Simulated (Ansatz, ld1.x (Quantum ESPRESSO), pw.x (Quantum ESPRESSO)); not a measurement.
# silver (Ag): does the PAW potential hold in the solid?

silver (Ag), PAW, made with ld1.x (Quantum ESPRESSO) 7.5 (LDA (PW92), scalar-relativistic). Core [Kr], reference 4d10 5s1 5p0. Waves: 5s (bound): rcut 1.95, rcutus 2.50 bohr; 5s channel at 0.6 Ry: rcut 1.95, rcutus 2.50 bohr; 5p (bound, empty): rcut 2.40, rcutus 2.70 bohr; 5p channel at 1.5 Ry: rcut 2.40, rcutus 2.70 bohr; 4d (bound): rcut 2.10, rcutus 2.20 bohr; 4d channel at 4.7 Ry: rcut 2.10, rcutus 2.20 bohr. Local part: all-electron potential smoothed inside 2.15 bohr (lloc = -1). Core correction: a·sin(br)/r model core, default radius (core density twice the valence density). Augmentation charge: PSQ, inside the norm-conserving radii.

Atomic tests: cutoffs needed: 25 Ry and 35 Ry (the cutoffs (Ry, on a coarse ladder) from which the occupation-weighted sum of valence levels, in a spherical-Bessel basis at the reference potential, stays within 10 and 1 mRy of its value at 400 Ry); ghost test: no extra level below or beside the all-electron valence levels (s, p, d, f tested) (spherical-Bessel basis up to 400 Ry, 20 bohr box); configuration tests: 1 of 9 tests not solved or not reliable.

Crystal test: diamond Ag in pw.x 7.5, no spin, 8³ k-points, Fermi–Dirac smearing 0.01 Ry, cutoffs 45/360 Ry. The reference is all-electron LAPW (Ansatz 0.2.0) with the same functional, mesh and smearing; V0 and B0 come from Birch–Murnaghan fits to the pressures at five volumes. Errors are pseudo minus all-electron; Δ is the rms difference of the E(V) curves that follow from these fits, minima aligned, over ±6 % about the mean V0. Mesh and smearing are coarse, so the numbers serve the comparison and aren't converged zero-temperature values; the lattice is a test structure that the element need not adopt.

All-electron: a0 = 5.928 Å (V0 = 26.04 Å³/atom), B0 = 51.5 GPa.

Problem. How far does the potential miss the all-electron equation of state?

Solution. mean pressure error (GPa): +3.07. The pressure does not cross zero within the volumes sampled, so no fit is given. The largest radius (2.70 bohr) exceeds half the bond length (2.42 bohr), so the spheres overlap, which is one possible source of error among others. This is a poor potential for the solid. Atomic configuration tests: 1 of 9 tests not solved or not reliable.

```tsv
V (Å³/atom)	P all-electron (GPa)	P pseudo (GPa)
24.698	3.16	6.86
25.348	1.50	4.87
25.998	0.09	3.11
26.648	-1.11	1.65
27.298	-2.12	0.37
```

Problem. At the middle volume, how do free energy and pressure move when the wave cutoff is lowered (ecutrho held at 360 Ry)?

Solution.

```
cutoff (Ry)  shift of F (meV/atom)  shift of P (GPa)
         20                 +783.8             -4.38
         27                 +227.6             -3.28
         36                   +9.1             -0.47
```

The run at the middle volume (29 k-points, 20 iterations) took about 54 s on one core of a shared host (Neoverse-V1, 32 threads, 247 GiB, load 17).
